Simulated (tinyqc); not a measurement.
Worked calculation: LCCD on RHF in the sto-3g basis, for BH3, spin multiplicity 1. One step of it, computed by the program tinyqc.

Task: LCCD: starting amplitudes. t_ij^ab = <ij||ab> / (e_i + e_j - e_a - e_b), whose energy is MP2.

orbital energies (hartree): MO1 -7.420119, MO2 -0.648726, MO3 -0.447431, MO4 -0.447418, MO5 0.241065, MO6 0.630607, MO7 0.706645, MO8 0.706692

Two-electron integrals over orbitals (pq|rs), unique and non-zero (hartree):
```
(11|11) 2.886351    (21|11) -0.248733   (21|21) 0.033516    (22|11) 0.595595
(22|21) -0.008348   (22|22) 0.437900    (31|11) 0.000069    (31|21) -0.000007
(31|22) 0.000011    (31|31) 0.007232    (32|11) 0.000007    (32|21) 0.000006
(32|22) 0.000091    (32|31) 0.012309    (32|32) 0.119227    (33|11) 0.533218
(33|21) -0.003480   (33|22) 0.431375    (33|31) 0.003865    (33|32) 0.063683
(33|33) 0.483279    (41|41) 0.007231    (42|41) 0.012305    (42|42) 0.119154
(43|41) -0.003873   (43|42) -0.063747   (43|43) 0.049591    (44|11) 0.533170
(44|21) -0.003482   (44|22) 0.431275    (44|31) -0.003868   (44|32) -0.063721
(44|33) 0.384276    (44|44) 0.483319    (51|11) -0.016434   (51|21) 0.002043
(51|22) -0.001283   (51|31) -7.36e-07   (51|32) -1.20e-07   (51|33) -0.000652
(51|44) -0.000652   (51|51) 0.021952    (52|11) 0.009049    (52|21) -0.000662
(52|22) -0.001121   (52|31) 1.04e-07    (52|32) -4.45e-07   (52|33) -0.000931
(52|44) -0.000931   (52|51) 0.021126    (52|52) 0.068811    (53|11) -0.000007
(53|21) 3.48e-07    (53|22) -1.92e-06   (53|31) 0.000244    (53|32) -0.001824
(53|33) -0.001807   (53|44) 0.001807    (53|51) -0.000006   (53|52) -0.000014
(53|53) 0.017101    (54|41) 0.000244    (54|42) -0.001824   (54|43) 0.001809
(54|54) 0.017099    (55|11) 0.741506    (55|21) -0.009686   (55|22) 0.459452
(55|31) 2.45e-06    (55|32) 0.000006    (55|33) 0.426976    (55|44) 0.426947
(55|51) 0.002171    (55|52) 0.011626    (55|53) -0.000006   (55|55) 0.586991
(61|11) -0.274761   (61|21) 0.037922    (61|22) -0.008531   (61|31) -0.000045
(61|32) -0.000050   (61|33) -0.003346   (61|44) -0.003317   (61|51) 0.001033
(61|52) -0.001874   (61|53) -6.23e-07   (61|55) -0.008033   (61|61) 0.043100
(62|11) 0.218148    (62|21) -0.009238   (62|22) 0.044199    (62|31) -0.000019
(62|32) -0.000014   (62|33) 0.021600    (62|44) 0.021485    (62|51) -0.001819
(62|52) -0.000433   (62|53) -0.000008   (62|55) 0.109581    (62|61) -0.009270
(62|62) 0.071597    (63|11) -0.000641   (63|21) 0.000018    (63|22) -0.000181
(63|31) 0.003371    (63|32) -0.043498   (63|33) -0.041399   (63|44) 0.041239
(63|51) 4.55e-07    (63|52) -0.000013   (63|53) 0.002082    (63|55) -0.000321
(63|61) 7.73e-09    (63|62) -0.000324   (63|63) 0.060413    (64|41) 0.003355
(64|42) -0.043755   (64|43) 0.041480    (64|54) 0.002092    (64|64) 0.060759
(65|11) -0.008821   (65|21) -0.000224   (65|22) -0.004330   (65|31) -2.41e-06
(65|32) -0.000018   (65|33) -0.001886   (65|44) -0.001867   (65|51) 0.023136
(65|52) 0.064101    (65|53) -0.000064   (65|55) 0.000439    (65|61) -0.001649
(65|62) -0.007425   (65|63) 0.000016    (65|65) 0.065769    (66|11) 0.609267
(66|21) -0.011133   (66|22) 0.432595    (66|31) -0.000065   (66|32) -0.000580
(66|33) 0.430037    (66|44) 0.430660    (66|51) -0.003781   (66|52) -0.007820
(66|53) 0.000015    (66|55) 0.452680    (66|61) -0.011013   (66|62) 0.028252
(66|63) 0.000166    (66|65) -0.009859   (66|66) 0.448565    (71|41) 0.012750
(71|42) 0.019021    (71|43) -0.005250   (71|54) 0.000471    (71|64) 0.006009
(71|71) 0.022680    (72|41) 0.007839    (72|42) -0.001822   (72|43) 0.023653
(72|54) 0.002690    (72|64) 0.045903    (72|71) 0.013169    (72|72) 0.048652
(73|41) 0.002905    (73|42) 0.049500    (73|43) -0.023719   (73|54) -0.001487
(73|64) -0.030931   (73|71) 0.004918    (73|72) -0.009831   (73|73) 0.034951
(74|11) 0.205385    (74|21) -0.005280   (74|22) 0.048343    (74|31) 0.002909
(74|32) 0.049505    (74|33) 0.053049    (74|44) 0.005674    (74|51) 0.000020
(74|52) 0.004616    (74|53) -0.001488   (74|55) 0.100152    (74|61) -0.004999
(74|62) 0.068873    (74|63) -0.030959   (74|65) -0.002159   (74|66) 0.027295
(74|74) 0.105606    (75|41) 0.000871    (75|42) 0.006148    (75|43) -0.003030
(75|54) 0.016169    (75|64) -0.002500   (75|71) 0.001460    (75|72) 0.000775
(75|73) 0.002592    (75|75) 0.020699    (76|41) 0.012636    (76|42) 0.107805
(76|43) -0.058245   (76|54) -0.002399   (76|64) -0.046786   (76|71) 0.020371
(76|72) -0.007510   (76|73) 0.051656    (76|75) 0.005417    (76|76) 0.110683
(77|11) 0.675916    (77|21) -0.009526   (77|22) 0.452052    (77|31) 0.000732
(77|32) -0.028915   (77|33) 0.414781    (77|44) 0.481319    (77|51) -0.000487
(77|52) 0.001931    (77|53) 0.001778    (77|55) 0.473864    (77|61) -0.009050
(77|62) 0.047687    (77|63) 0.037024    (77|65) -0.001406   (77|66) 0.457533
(77|74) 0.044770    (77|77) 0.521876    (81|11) -0.000768   (81|21) 0.000111
(81|22) -0.000010   (81|31) 0.012751    (81|32) 0.019023    (81|33) 0.005225
(81|44) -0.005251   (81|51) 2.93e-06    (81|52) -4.99e-06   (81|53) 0.000472
(81|55) -0.000022   (81|61) 0.000060    (81|62) -0.000061   (81|63) 0.006036
(81|65) -0.000008   (81|66) -0.000141   (81|74) 0.004907    (81|77) 0.002074
(81|81) 0.022679    (82|11) 0.000666    (82|21) -0.000025   (82|22) 0.000136
(82|31) 0.007837    (82|32) -0.001873   (82|33) -0.023602   (82|44) 0.023739
(82|51) -4.89e-06   (82|52) 1.28e-06    (82|53) 0.002690    (82|55) 0.000330
(82|61) -0.000063   (82|62) 0.000095    (82|63) 0.045867    (82|65) -0.000022
(82|66) 0.000129    (82|74) -0.009630   (82|77) 0.030356    (82|81) 0.013164
(82|82) 0.048663    (83|11) 0.205358    (83|21) -0.005282   (83|22) 0.048259
(83|31) -0.002902   (83|32) -0.049644   (83|33) 0.005584    (83|44) 0.053160
(83|51) 0.000020    (83|52) 0.004616    (83|53) 0.001488    (83|55) 0.100131
(83|61) -0.004973   (83|62) 0.068834    (83|63) 0.030661    (83|65) -0.002143
(83|66) 0.027848    (83|74) 0.039054    (83|77) 0.067109    (83|81) -0.004926
(83|82) 0.010156    (83|83) 0.105771    (84|41) 0.002918    (84|42) 0.049384
(84|43) -0.023601   (84|54) -0.001480   (84|64) -0.030759   (84|71) 0.004940
(84|72) -0.009691   (84|73) 0.031447    (84|75) 0.002586    (84|76) 0.051529
(84|84) 0.034777    (85|11) -0.000022   (85|21) -3.51e-07   (85|22) -0.000007
(85|31) 0.000871    (85|32) 0.006149    (85|33) 0.003018    (85|44) -0.003031
(85|51) 0.000065    (85|52) 0.000185    (85|53) 0.016168    (85|55) 3.34e-06
(85|61) -0.000009   (85|62) -0.000023   (85|63) -0.002484   (85|65) 0.000128
(85|66) -0.000057   (85|74) 0.002587    (85|77) -0.001128   (85|81) 0.001460
(85|82) 0.000774    (85|83) -0.002605   (85|85) 0.020698    (86|11) -0.000144
(86|21) -1.26e-06   (86|22) 0.000032    (86|31) 0.012640    (86|32) 0.107673
(86|33) 0.057924    (86|44) -0.058055   (86|51) -0.000009   (86|52) -0.000026
(86|53) -0.002388   (86|55) -0.000038   (86|61) -0.000062   (86|62) -0.000045
(86|63) -0.046288   (86|65) -0.000039   (86|66) -0.000616   (86|74) 0.051513
(86|77) -0.029840   (86|81) 0.020380    (86|82) -0.007379   (86|83) -0.051799
(86|85) 0.005409    (86|86) 0.110342    (87|41) 0.000765    (87|42) -0.028612
(87|43) 0.033138    (87|54) 0.001774    (87|64) 0.037134    (87|71) 0.002154
(87|72) 0.030180    (87|73) -0.010999   (87|75) -0.001110   (87|76) -0.029661
(87|84) -0.010887   (87|87) 0.034339    (88|11) 0.675916    (88|21) -0.009526
(88|22) 0.452091    (88|31) -0.000658   (88|32) 0.029533    (88|33) 0.481646
(88|44) 0.414424    (88|51) -0.000487   (88|52) 0.001931    (88|53) -0.001795
(88|55) 0.473870    (88|61) -0.009039   (88|62) 0.047834    (88|63) -0.037636
(88|65) -0.001414   (88|66) 0.457201    (88|74) 0.067323    (88|77) 0.452706
(88|81) -0.002012   (88|82) -0.030109   (88|83) 0.044374    (88|85) 0.001151
(88|86) 0.030314    (88|88) 0.522218
```

Give: Starting amplitudes; correlation energy.

Result:

Starting amplitudes (spin orbitals 1a, 1b, ...; amplitudes related by a flip of all spins are not repeated; the 24 largest):
```
from      to        t
3a 3b  8a 8b  -0.0458
4a 4b  7a 7b  -0.0458
2a 2b  5a 5b  -0.0387
2a 4b  6a 7b  -0.0283
2a 3b  6a 8b  -0.0283
4a 4b  6a 6b  -0.0282
3a 3b  6a 6b  -0.0280
2a 2b  6a 6b  -0.0280
2a 4b  6b 7a   0.0189
2a 3b  6b 8a   0.0188
2a 2b  8a 8b  -0.0180
2a 2b  7a 7b  -0.0179
3a 4b  7b 8a   0.0169
3a 3b  7a 7b  -0.0151
4a 4b  8a 8b  -0.0151
3a 4b  6a 7b   0.0139
3a 4b  6b 7a  -0.0139
4a 4b  6a 8b   0.0138
3a 3b  6a 8b  -0.0137
3a 4b  7a 8b  -0.0136
3a 3b  5a 5b  -0.0124
4a 4b  5a 5b  -0.0124
2a 4a  6a 7a  -0.0094
2a 3a  6a 8a  -0.0094
```

correlation energy = -0.039627 hartree
